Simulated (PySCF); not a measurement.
Start geometry of cyanoformaldehyde, `N#CC=O` from GFN2-xTB (Å):
```
atom  x, y, z in Å
N1     1.9068   -0.2283    0.5698
C2     0.8191   -0.0685    0.2518
C3    -0.5572    0.0803   -0.1679
O4    -1.1953    1.0897   -0.1041
H5    -0.9648   -0.8704   -0.5668
```

Problem. What comes out of this run: BHandHLYP/6-31+G* geometry optimisation, gas phase in PySCF 2.14.0?

Solution. 
```
atom  x, y, z in Å
N1     1.8817    0.5360    0.4783
C2     0.8164    0.2121    0.2026
C3    -0.5608   -0.1556   -0.1483
O4    -0.9312   -1.2896   -0.1683
H5    -1.2108    0.6881   -0.3879
```

The energy falls by 2.5 kJ/mol over 8 energy and gradient evaluations, the largest force component goes from 0.0185 to 3.5e-04 Eh/bohr, and the atoms move by 0.030 Å rms after alignment. The bond that changes most is C2–C3 (nitrile carbon to aldehyde carbon), which lengthens by 0.021 Å. Bonds longer at the end by more than 0.005 Å: 1 of 4; shorter: 1. Among the angles that change most is C2–C3–H5, from 111.5° to 114.7°. Rotational constants go from 73037, 5031, 4707 to 68201, 5068, 4717 MHz. The orientation of the end geometry is arbitrary; only internal coordinates are fixed.

The run used 74 basis functions and 65 SCF cycles in all. Hardware: one thread of an Arm Neoverse V1, no GPU (shared host). Cost: 8.9 s of wall time, 0.33 GiB resident at most.

BHandHLYP/6-31+G* frequencies: not computed here.
